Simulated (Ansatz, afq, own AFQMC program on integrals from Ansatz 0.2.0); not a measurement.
AFQMC on a folder of integrals that Ansatz 0.2.0 wrote.

```yaml
crystal:
  periodic: [false, false, false]
  atoms:
    - {symbol: Ti, position_ang: [0.000000, 0.000000, 0.000000]}
    - {symbol: H, position_ang: [0.000000, 0.000000, 1.753968]}
basis:
  gaussian: {orbitals: def2-TZVP}
magnetization: {spin_polarized: true, initial_magnetization: 3}
correlation: {method: ccsd_t, electrons: outside_noble_gas, hamiltonian_folder: ham}
```

```sh
$ ansatz run in.yaml --threads 1 --pin off --events-out ev --progress --plain --max-ram 1843MiB
```

afq runs on the folder ham with

```
--method free --trial cisd --walkers 60 --time-step 0.03 --max-blocks 80 --target-error 0.00027 --factor-cut 1e-05 --seed 9446 --times 0,0.3,0.6,1.2,1.8,2.4,3.6,4.8,6 --taylor-order 8
```

Times are imaginary, in 1/Eh. The walk had a cap of 1099 s.

Log:

```
orbitals 42  electrons 4 1  factors 315 of 452
reference energy -848.95605978 Eh
CCSD correlation -0.05765827 Eh in 23 cycles, weight of the determinant in the CISD state 0.9206
repeat  energy at the last time / Eh  error
    10  -849.016123  0.000278
    20  -849.015987  0.000210
    30  -849.016004  0.000187
time / (1/Eh)  energy / Eh  error  mean overlap
  0.00  -849.013712  0.000027  1.0861
  0.30  -849.014532  0.000051  1.0904
  0.60  -849.014989  0.000065  1.0861
  1.20  -849.015183  0.000069  1.0975
  1.80  -849.015623  0.000098  1.0880
  2.40  -849.015653  0.000117  1.0927
  3.60  -849.015726  0.000148  1.1185
  4.80  -849.015962  0.000154  1.1167
  6.00  -849.016041  0.000186  1.0959
energy -849.016041 +/- 0.000186 Eh
```

The run passed its tests (error under three times the target), which doesn't prove that it has relaxed.

Against this walk (error 5.1 meV) on the same determinant: CCSD(T) 23.4 meV higher, CCSDT(Q) 0.4 meV higher (within the noise), full CI for this spin (own frozen core, lowest symmetry allowed) 68.9 meV higher. The error is statistical, and a free projection of finite length keeps a remainder of its start. The last points still move (meV from the last: 11 ± 3 at 1.80, 11 ± 3 at 2.40, 9 ± 4 at 3.60, 2 ± 4 at 4.80, 0 ± 5 at 6.00), but the last one has reached CCSDT(Q) within the noise or passed it, so little can be left to fall.

Cautions: remainder of the start not in the error; no relativity below Rb; outer-core shells of the metal frozen; lower spins were not checked; higher spins were not checked; strong correlation (T1 0.058, weight of the determinant 0.92, largest double 0.07); CCSDT(Q) on the ROHF determinant differs (53 meV higher), by its state or its frozen core.

The walk took 49 s on 1 thread of AMD EPYC 9R45 96-Core Processor (Zen 5) (shared host). The log's last line is the free-projection energy.

CCSDT and higher add their correlation energy to the determinant of the CCSD(T) run, since their own runs factorise the integrals more tightly (a shift of under 2 meV).
